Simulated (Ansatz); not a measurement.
# BH3O: the cost of one run

Method: RKS PBE0/STO-3G, in Ansatz 0.2.0.

## (1) The structure to begin with

Bond lengths: B1–H2 1.190 Å, B1–O3 1.410 Å, O3–H4 1.010 Å, B1–H5 1.190 Å. Angles: H2–B1–O3 120.0°, H2–B1–H5 120.0°, O3–B1–H5 120.0°, B1–O3–H4 109.5°.

Structure file:

```xyz
5

B     0.0000    0.0000    0.0000
H     0.0000    0.0000    1.1900
O     1.2211    0.0000   -0.7050
H     1.5209   -0.9519   -0.8599
H    -1.0305    0.0000   -0.5950
```

## (2) Relaxing the start

Input file input.yaml:

```yaml
crystal:
  periodic: [false, false, false]
  atoms:
    - { symbol: B, position_ang: [0.0, 0.0, 0.0] }
    - { symbol: H, position_ang: [0.0, 0.0, 1.19] }
    - { symbol: O, position_ang: [1.2211, 0.0, -0.705] }
    - { symbol: H, position_ang: [1.5209, -0.9519, -0.8599] }
    - { symbol: H, position_ang: [-1.0305, 0.0, -0.595] }
basis:
  gaussian: { orbitals: STO-3G }
hamiltonian:
  xc: pbe0
relax:
  f_tol: 0.02
  max_steps: 40
```

Started as:

```bash
$ ansatz run input.yaml --threads 1 --pin off --max-ram 2048MiB --backend cpu --events-out ev --progress --plain --runs-dir out
```

What time and memory should one allow on 1 thread of Arm Neoverse V2, shared host?

About 4.8 s, with a peak of 0.085 GiB.
